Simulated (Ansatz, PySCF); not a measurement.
Species: C4H7, charge 0, multiplicity 2. It need not be the lowest isomer of its formula. 
Structure (B3LYP-D3(BJ)/def2-TZVP (Ansatz, a first-principles code) minimum search):
```xyz
11

C      0.0032     1.0772     0.0514
C     -0.0031    -1.0443    -0.0498
C     -1.0998     0.0655    -0.0041
C      1.1001     0.0583     0.0100
H      0.0064     2.1573     0.1030
H      0.0008    -1.6362    -0.9638
H     -0.0108    -1.7205     0.8036
H     -1.7591     0.0286     0.8712
H     -1.7475     0.1125    -0.8876
H      1.7479     0.0171     0.8938
H      1.7595     0.1010    -0.8650
```
Charge 0, spin multiplicity 2.

Total electronic energies in hartree. Valence correlation only, unless marked. UHF or UKS for open shells. No spin-orbit coupling. No relativistic terms. Basis-set limits of correlation are two-point, X^-3; Hartree-Fock from the larger set. The bracket is a focal-point correction in the basis named.

| level | program | energy (Eh) |
|---|---|---|
| HF/6-31G* | Ansatz | -155.46671 |
| HF/cc-pVDZ | Ansatz | -155.47809 |
| RI-HF/cc-pVTZ | Ansatz | -155.51939 |
| PBE/def2-TZVPD | Ansatz | -156.37843 |
| revPBE-D3(BJ)/def2-TZVPD | Ansatz + dftd3 | -156.57322 |
| PBE0-D3(BJ)/def2-TZVPD | Ansatz + dftd3 | -156.41287 |
| PBE0/def2-TZVP | Ansatz | -156.40651 |
| BHLYP-D3(BJ)/def2-TZVPD | Ansatz + dftd3 | -156.50721 |
| M06-2X/def2-TZVPD | PySCF | -156.51570 |
| HSE06-D4/def2-TZVPD | Ansatz + dftd4 | -156.40196 |
| wB97X-V/def2-TZVPD | Ansatz | -156.55411 |
| MP2/aug-cc-pVDZ | Ansatz | -156.03501 |
| CCSD(T)/STO-3G | Ansatz | -153.88552 |
| CCSD(T)/aug-cc-pVDZ | Ansatz | -156.10851 |
| RI-MP2/CBS(cc-pVTZ,cc-pVQZ)+[CCSD(T)-MP2]/cc-pVDZ | Ansatz | -156.3221 |

Totals of different functionals don't rank their quality; only differences between species are comparable.
